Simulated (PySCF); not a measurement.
All values below come from PySCF with PBE-D3(BJ)/def2-TZVP // PBE0-D3(BJ)/def2-TZVP. Gas-phase values, no solvent. 

Reference species (SMILES): `N=C=C` (neutral, multiplicity 1).

LUMO: -1.20 eV
dipole moment: 1.43 D
HOMO–LUMO gap: 4.54 eV

Changed species: `C(#N)C`.

Question: Give the shifts of the LUMO, dipole moment and HOMO–LUMO gap.

Answer: the LUMO rises by 1.01 eV, to -0.19 eV; the dipole moment rises by 2.51 D, to 3.94 D; the HOMO–LUMO gap goes up by 3.38 eV, to 7.92 eV.
